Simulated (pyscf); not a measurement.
PySCF, gas phase, ωB97X-D3(BJ)/def2-SVP geometries.

Problem. For the elementary gas-phase step HO–AsH₂ → O=AsH + hydrogen (H₂) (singlet surface; As–H, H–O broken, H–H formed), what barrier and reaction energy does ωB97M-D3(BJ)/def2-TZVP give, measured from the reactant's lowest minimum found?

Solution. ΔE‡ = 80.0 kcal/mol, ΔE = +44.0 kcal/mol. Zero-point energy shifts the barrier by -4.1 kcal/mol. It is an elimination, with an imaginary mode of 2085i cm⁻¹. At the saddle there is also a short As–H contact that neither side keeps. The same reactants have a lower exit, to HO–AsH• + H• (no saddle counted: cutting one bond costs +73.8 kcal/mol at ωB97M-D3(BJ)/def2-TZVP, against +80.0 kcal/mol here). O=AsH lies 7.5 kcal/mol over its isomer HO–As: [triplet] (electronic energy, ωB97M-D3(BJ)/def2-TZVP). This is the saddle that the search found; another between the same sides may lie lower. Elements up to Kr have no core potential and no relativistic terms here.
